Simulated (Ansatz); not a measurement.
System: H₃S, net charge 1, singlet state. 
Coordinates optimised at B3LYP-D3(BJ)/def2-TZVP (Ansatz, a first-principles code):
```
S
H 1 1.3577
H 1 1.3577 2 94.35
H 1 1.3577 2 94.35 3 -94.71
```
Charge +1, spin multiplicity 1.

Total electronic energies in hartree. Valence correlation only, unless marked. Spin-orbit coupling is left out. No relativistic terms. CBS(X,Y): correlation extrapolated as X^-3; Hartree-Fock from the larger set. The bracket is a focal-point correction in the basis named.

```json
[
 {"level": "HF/cc-pV(D+d)Z", "program": "Ansatz", "energy (Eh)": "-398.97946"},
 {"level": "RI-HF/def2-TZVPP", "program": "Ansatz", "energy (Eh)": "-398.98936"},
 {"level": "RI-HF/def2-QZVPP", "program": "Ansatz", "energy (Eh)": "-399.00110"},
 {"level": "PBE0/def2-SVP", "program": "Ansatz", "energy (Eh)": "-399.40022"},
 {"level": "PBE0-D3(BJ)/def2-TZVPD", "program": "Ansatz + dftd3", "energy (Eh)": "-399.54293"},
 {"level": "PBE0/def2-TZVP", "program": "Ansatz", "energy (Eh)": "-399.54117"},
 {"level": "CAM-B3LYP/def2-TZVPD", "program": "Ansatz", "energy (Eh)": "-399.69039"},
 {"level": "LC-wPBE-D3(BJ)/def2-TZVPD", "program": "Ansatz + dftd3", "energy (Eh)": "-399.57530"},
 {"level": "B2PLYP-D3(BJ)/def2-TZVPD", "program": "Ansatz + dftd3", "energy (Eh)": "-399.55098"},
 {"level": "MP2/STO-3G", "program": "Ansatz", "energy (Eh)": "-394.70855"},
 {"level": "MP2/CBS(cc-pV(T+d)Z,cc-pV(Q+d)Z)", "program": "Ansatz", "energy (Eh)": "-399.2130"},
 {"level": "CCSD/6-31G*", "program": "Ansatz", "energy (Eh)": "-399.08809"},
 {"level": "CCSD/cc-pV(T+d)Z", "program": "Ansatz", "energy (Eh)": "-399.21134"},
 {"level": "CCSD/cc-pVTZ", "program": "Ansatz", "energy (Eh)": "-399.20777"},
 {"level": "CCSD/cc-pwCVTZ", "program": "Ansatz", "energy (Eh)": "-399.21393"},
 {"level": "CCSD/def2-QZVPP", "program": "Ansatz", "energy (Eh)": "-399.22862"},
 {"level": "CCSD/CBS(def2-TZVPP,def2-QZVPP)", "program": "Ansatz", "energy (Eh)": "-399.2377"},
 {"level": "CCSD(T)/6-31G", "program": "Ansatz", "energy (Eh)": "-398.96184"},
 {"level": "CCSD(T)/cc-pwCVTZ", "program": "Ansatz", "energy (Eh)": "-399.22146"},
 {"level": "CCSD(T) with core electrons (1s frozen past Ne)/cc-pwCVTZ", "program": "Ansatz", "energy (Eh)": "-399.48938"},
 {"level": "RI-MP2/CBS(cc-pV(T+d)Z,cc-pV(Q+d)Z)+[CCSD(T)-MP2]/cc-pV(D+d)Z", "program": "Ansatz", "energy (Eh)": "-399.2444"},
 {"level": "RI-MP2/CBS(cc-pV(T+d)Z,cc-pV(Q+d)Z)+[CCSD(T)-MP2]/cc-pV(Q+d)Z", "program": "Ansatz", "energy (Eh)": "-399.2465"},
 {"level": "CCSD(T)/CBS(cc-pV(T+d)Z,cc-pV(Q+d)Z)", "program": "Ansatz", "energy (Eh)": "-399.2457"}
]
```

Totals of different functionals don't rank their quality; only differences between species are comparable.
